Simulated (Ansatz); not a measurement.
**BSiH2 (quartet): B3LYP, wB97M-V, HSE06 over a scan of the scale of all distances, 6-31G**

Aim: run BSiH2 (quartet) with these functionals over a scan of the scale of all distances, and hold them against the top wave-function level at the same points.

The runs use Ansatz 0.2.0, Gaussian basis; 6-31G, all electrons in the functionals.

Plan: B3LYP, wB97M-V, HSE06, at 0.887; 1.000; 1.124; 1.317; 1.494; 1.759; 1.963; 2.389.

12 further runs of the same task are left out: 10 that didn't finish, 2 set aside as unsound or not needed.

### 1 What is computed

The geometry derives from a PBE0/def2-TZVP stationary point (not a proven minimum). All distances are scaled together.

4 atoms, charge 0, spin multiplicity 4.

Atoms are counted from 1 here; the program's logs count them from 0.

Bond lengths: Si1–B2 1.993 Å, B2–H3 1.191 Å, B2–H4 1.191 Å. Angles: Si1–B2–H3 115.4°, Si1–B2–H4 115.4°, H3–B2–H4 129.2°.

No dispersion term is added; wB97M-V holds VV10 nonlocal correlation. B3LYP takes the VWN-RPA correlation. HSE06 is the plane-wave form.

The geometry shown and the zero of energy belong to the point 1.000. The yardstick, FCI, and other wave-function levels (R restricted, U unrestricted, valence and pair active spaces) come from earlier runs.

### 2 B3LYP, 0.887

Contents of in.yaml:

```yaml
crystal:
  periodic: [false, false, false]
  atoms:
    - {symbol: Si, position_ang: [0.000000, 0.000000, 0.576520]}
    - {symbol: B, position_ang: [0.000000, 0.000000, -1.191096]}
    - {symbol: H, position_ang: [0.000000, -0.954371, -1.644399]}
    - {symbol: H, position_ang: [0.000000, 0.954371, -1.644399]}
basis:
  gaussian: {orbitals: 6-31G}
magnetization: {spin_polarized: true, initial_magnetization: 3}
hamiltonian: {xc: {name: B3LYP}}
```

Launch:

```sh
$ ansatz run in.yaml --threads 1 --pin off --events-out ev --progress --plain --max-ram 2393MiB
```

After this run come: B3LYP, 1.000; B3LYP, 1.124; B3LYP, 1.317; B3LYP, 1.494; B3LYP, 1.759; B3LYP, 1.963; B3LYP, 2.389; wB97M-V, 0.887; wB97M-V, 1.000; wB97M-V, 1.124; wB97M-V, 1.317; wB97M-V, 1.494; wB97M-V, 1.759; wB97M-V, 1.963; wB97M-V, 2.389; HSE06, 0.887; HSE06, 1.000; HSE06, 1.124; HSE06, 1.317; HSE06, 1.494; HSE06, 1.759; HSE06, 1.963; HSE06, 2.389.

Before running them: what should the planned runs give, taken together? Wanted: span of the FCI curve; largest miss, B3LYP; largest miss, wB97M-V; largest miss, HSE06.

As calculated:

```
             quantity                  value
span of the FCI curve           772.4 kJ/mol
  largest miss, B3LYP   +97.4 kJ/mol (2.389)
largest miss, wB97M-V  +115.5 kJ/mol (2.389)
  largest miss, HSE06  +133.5 kJ/mol (2.389)
```

What this shows: Of the functionals, B3LYP keep the smallest largest miss at the points compared (at most 97.4 kJ/mol) and HSE06 strays most (133.5 kJ/mol, at 2.389). B3LYP, wB97M-V, HSE06 clearly break the spin symmetry at some points (⟨S²⟩ up to 0.70 above the pure value), so energy there is bought with a mixed spin. Functionals and the yardstick converge differently with the basis, so part of each miss in 6-31G is the basis.
